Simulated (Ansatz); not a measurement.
System: N2O, charge 1, doublet. N2O+ (parent SMILES N#[N+][O-], doublet).
B3LYP-D3(BJ)/def2-TZVP minimum from Ansatz (a program for electronic structure):
```xyz
3

N      0.0000     0.0000    -1.2050
N      0.0000     0.0000    -0.0698
O      0.0000     0.0000     1.1155
```
Charge +1, spin multiplicity 2.

Total energies in aug-cc-pVDZ, 15 correlated electrons, 3 frozen orbitals. Radicals and triplets start from unrestricted determinants; spin-orbit coupling is neglected. Cores are frozen in correlated methods. No relativity. The UHF reference of N2O+ (parent SMILES N#[N+][O-], doublet) is spin-contaminated (<S^2> up to 0.27 over the pure value in the sets run). The spin of N2O+ (parent SMILES N#[N+][O-], doublet) was assumed, and the state is the lowest solution found for it.

```tsv
method	program	energy (Eh)	minus CCSDT(Q) (mEh)
HF	Ansatz	-183.30001	507.63
MP2	Ansatz	-183.74409	63.55
CCSD	Ansatz	-183.78135	26.29
CCSD(T)	Ansatz	-183.80330	4.34
CCSDT(Q)	Ansatz	-183.80764	0.00
```

Rough core times of Ansatz's runs on a shared machine: CCSD(T) under 20 s, CCSDT(Q) 7 min.
